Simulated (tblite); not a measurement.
# H6O2Se: the cost of one run

Computed with tblite 0.8.0 and PySCF 2.14.0; each step states its level. No surroundings beyond the atoms listed, unless a continuum is named. Atoms count from 0, parts from 1.

## 1. The system as given

9 atoms, charge 0, multiplicity 1; geometry: rigid parts in contact. Parts: 1 = atoms 0–2, `[SeH2]`, charge 0; 2 = atoms 3–5, `O`, charge 0; 3 = atoms 6–8, `O`, charge 0.

## 2. Bringing the parts together with GFN2-xTB

The job: settings as JSON, then the geometry in Å.

```
{"job": {"kind": "dock", "xc": "GFN2-xTB", "basis": "xTB"}, "charge": 0, "multiplicity": 1, "parts": [{"atoms": "0-2", "charge": 0, "multiplicity": 1}, {"atoms": "3-5", "charge": 0, "multiplicity": 1}, {"atoms": "6-8", "charge": 0, "multiplicity": 1}]}
Se     0.165488    -0.501574     0.676943
H      0.736874    -0.240460    -0.611618
H     -0.847233     0.471013     0.442085
O     -0.147598     2.205195    -1.202295
H      0.317210     2.973612    -0.859724
H     -0.643693     2.497324    -1.971284
O      2.206300     1.002400    -2.950890
H      1.340622     1.065929    -2.535777
H      2.805414     0.662313    -2.282930
```

With the program's defaults for keys left out, this is: GFN2-xTB search for minima from random contacts, gas phase.

The run is started by

```sh
$ OMP_NUM_THREADS=1 python cluster_run.py task.json out
```

The driver reads the jobs from task.json and runs them one after another.

Q: Estimate the wall time of this first job on 1 thread of Arm Neoverse V1, shared host.

About 8.6 s.
